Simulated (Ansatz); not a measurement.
Reaction (cleavage of the Al–Si bond): `[AlH2][SiH2]P` + NH₃ → `[NH2][AlH2]` + `[SiH3]P`

Calculated with Ansatz (gas phase, PBE0-D4/def2-TZVP geometries, no zero-point term in ΔE). CBS: MP2 limit from def2 TZ/QZ plus the TZ coupled-cluster correction, frozen cores. This one scheme is used for every species. DFT in def2-TZVPP. One conformer a species, not always the lowest.

`[AlH2][SiH2]P`:

Cartesian coordinates in Å:
```
Al -0.806 -1.346 1.262
Si 0.766 -0.091 -0.146
P -0.118 1.940 -0.635
H -1.401 -0.661 2.565
H -1.250 -2.825 0.890
H 1.184 -0.833 -1.370
H 2.008 0.199 0.633
H 0.755 2.203 -1.725
H -1.139 1.415 -1.474
```

NH₃:

Cartesian coordinates in Å:
```
N -0.048 0.183 -0.209
H 0.571 -0.565 -0.498
H 0.381 0.631 0.591
H -0.904 -0.248 0.116
```

`[NH2][AlH2]`:

Cartesian coordinates in Å:
```
N 0.536 -0.305 -0.706
Al -0.474 0.269 0.624
H 0.413 -0.053 -1.674
H 1.319 -0.932 -0.607
H -1.664 1.254 0.278
H -0.129 -0.234 2.085
```

`[SiH3]P`:

```xyz
7

Si    0.199    0.794   -0.014
P    -0.087   -1.348   -0.657
H    -0.570    1.660   -0.945
H     1.644    1.120   -0.135
H    -0.243    1.070    1.379
H    -1.418   -1.416   -0.163
H     0.475   -1.880    0.535
```

```json
{"level": "CAM-B3LYP-D4", "ΔE (kJ/mol)": "-103.5"}
{"level": "RPA@PBE/def2-TZVPP", "ΔE (kJ/mol)": "-94.2"}
```

(1) What does CCSD(T)/CBS give? (An estimate is asked.)

Largest T1 diagnostic among the species: 0.014.

Answers

(1) Computed: -93.8 kJ/mol. The listed levels differ from it by -9.7, -0.4 kJ/mol.

In def2-TZVPP, CCSD(T) changes the Hartree–Fock value by +12.1 kJ/mol (the triples alone add +1.7 kJ/mol) and MP2 by +4.1 kJ/mol. Leaving LDA and LC-ωPBE aside and taking each functional with its dispersion term where it has one, the values, not all of them listed here, spread over 25.5 kJ/mol, from CAM-B3LYP-D4 to revPBE-D4. LDA lies −6.6 kJ/mol from PBE without D4.
